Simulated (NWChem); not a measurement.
Species: C₂H₃O, doublet; SMILES C[C]=O

Computed with NWChem. Spin-unrestricted. In the optimisation the excess spin sits in a' (Cs, its own frame). Geometry: optimised at PBE-D3(BJ)/def2-SVP, spin-unrestricted. No stability test was run on the SCF state. Level: PBE0/def2-SVP with COSMO at NWChem's default radii, gas-phase geometry; rows give the dielectric constant. Reactions with the solvent are ignored.

| dielectric constant | electrostatic solvation energy (kcal/mol) | dipole in solution (D) |
|---|---|---|
| 2.0 | -1.7 | 2.81 |
| 4.8 | -2.8 | 3.01 |
| 20.7 | -3.5 | 3.13 |
| 37.5 | -3.6 | 3.15 |
| 46.7 | -3.6 | 3.16 |
